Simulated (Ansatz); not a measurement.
Mulliken charges of C4H6, SMILES `CC1=CC1` from r2SCAN/def2-TZVPP in Ansatz (PBE0-D4/def2-TZVP geometry).

```json
{"atom": "C1", "x (Å)": "-1.044", "y (Å)": "0.759", "z (Å)": "-0.696", "charge (e)": "-0.087"}
{"atom": "C2", "x (Å)": "-0.069", "y (Å)": "-0.137", "z (Å)": "-0.065", "charge (e)": "-0.018"}
{"atom": "C3", "x (Å)": "0.403", "y (Å)": "-1.310", "z (Å)": "0.186", "charge (e)": "-0.172"}
{"atom": "C4", "x (Å)": "1.151", "y (Å)": "-0.169", "z (Å)": "0.805", "charge (e)": "-0.109"}
{"atom": "H5", "x (Å)": "-1.789", "y (Å)": "0.205", "z (Å)": "-1.269", "charge (e)": "0.057"}
{"atom": "H6", "x (Å)": "-1.557", "y (Å)": "1.358", "z (Å)": "0.063", "charge (e)": "0.061"}
{"atom": "H7", "x (Å)": "-0.538", "y (Å)": "1.463", "z (Å)": "-1.363", "charge (e)": "0.061"}
{"atom": "H8", "x (Å)": "0.355", "y (Å)": "-2.379", "z (Å)": "0.072", "charge (e)": "0.135"}
{"atom": "H9", "x (Å)": "1.056", "y (Å)": "0.025", "z (Å)": "1.876", "charge (e)": "0.037"}
{"atom": "H10", "x (Å)": "2.116", "y (Å)": "0.135", "z (Å)": "0.394", "charge (e)": "0.037"}
```

Problem. By hand: the dipole of these point charges (1 e Å = 4.8032 D).

Solution. Σ q r = (-0.167, 0.049, -0.116) e Å, of length 0.209 e Å = 1.00 D.

Problem. How does the dipole of the full density compare? (Estimate.)

Solution. The calculation gave: (-0.161, 0.050, -0.111) e Å, 0.97 D; the point charges give 1.03 times that, at 1° from its direction.

Point charges leave out the atoms' own dipoles, such as those of lone pairs, and Mulliken's split depends on the basis, so the close match here is no proof of good charges.
